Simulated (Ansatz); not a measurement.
All values below come from frozen-core CCSD(T)/cc-pVTZ // PBE0-D4/def2-TZVP (Ansatz, a first-principles code).

Ansatz 0.2 input:
```yaml
crystal:
  periodic: [false, false, false]
  atoms:
    - { symbol: O, position_ang: [-0.632187, 1.194998, 0.566755] }
    - { symbol: C, position_ang: [-0.383092, -0.027318, 0.590826] }
    - { symbol: O, position_ang: [0.763458, -0.551229, 0.504838] }
    - { symbol: H, position_ang: [-1.26177, -0.689533, 0.697762] }
    - { symbol: H, position_ang: [1.513608, 0.073091, 0.411245] }
basis:
  gaussian: { orbitals: cc-pVTZ }
correlation:
  method: ccsd_t
total_charge: 1
magnetization:
  spin_polarized: true
  initial_magnetization: 1
```

Output:

```
Functional definition: HF
704 factors; integrals over basis functions are off by at most 1.2e-3 eV
mean field evaluation 1: about -5123.1986 eV, gradient 3.6e1 eV
mean field evaluation 2: about -5123.2006 eV, gradient 3.6e1 eV
mean field evaluation 4: about -5128.6294 eV, gradient 4.6e0 eV
mean field evaluation 8: about -5129.0750 eV, gradient 4.6e-1 eV
mean field evaluation 16: about -5126.8297 eV, gradient 2.3e1 eV
mean field evaluation 32: about -5127.8370 eV, gradient 1.0e-1 eV
mean field evaluation 64: about -5127.8077 eV, gradient 1.4e0 eV
mean field evaluation 96: about -5129.0671 eV, gradient 7.2e-1 eV
mean field -5129.08229143 eV, -188.4902975930 hartree, gradient 5.3e-6 eV, S^2 0.762874; 5 other end points of the search recorded, 0 dependent functions left out
determinant -5129.08229143 eV, -188.4902975930 hartree, with singles and doubles -5144.90962123 eV, -189.0719412353 hartree
determinant -5127.83720624 eV, -188.4445415565 hartree, with singles and doubles -5143.66527860 eV, -189.0262124868 hartree
3 core orbitals not correlated
reference -5129.08229143 eV, -188.4902975930 hartree; 9, 8 occupied and 106, 107 virtual orbitals, 704 factors
second order -15.20397460 eV of doubles, -0.00000000 eV of singles
cycle   1  -15.71839148 eV  change    -1.5e0 eV  update   2.1e-2
cycle   2  -15.75997572 eV  change   -4.2e-2 eV  update   4.9e-3
cycle   3  -15.75910592 eV  change    8.7e-4 eV  update   2.4e-3
cycle   4  -15.76199960 eV  change   -2.9e-3 eV  update   1.2e-3
cycle   5  -15.76315437 eV  change   -1.2e-3 eV  update   6.6e-4
cycle   6  -15.76389742 eV  change   -7.4e-4 eV  update   2.8e-4
cycle   7  -15.76402273 eV  change   -1.3e-4 eV  update   1.1e-4
cycle   8  -15.76404219 eV  change   -1.9e-5 eV  update   6.6e-5
cycle   9  -15.76402332 eV  change    1.9e-5 eV  update   4.0e-5
cycle  10  -15.76399386 eV  change    2.9e-5 eV  update   2.7e-5
cycle  11  -15.76401617 eV  change   -2.2e-5 eV  update   1.3e-5
cycle  12  -15.76401185 eV  change    4.3e-6 eV  update   6.5e-6
perturbative correction -0.62028690 eV, -0.0227951230 hartree
Total energy: -5145.46659017 eV, -189.0924094663 hartree
```

Cost: very roughly 40 core-seconds.
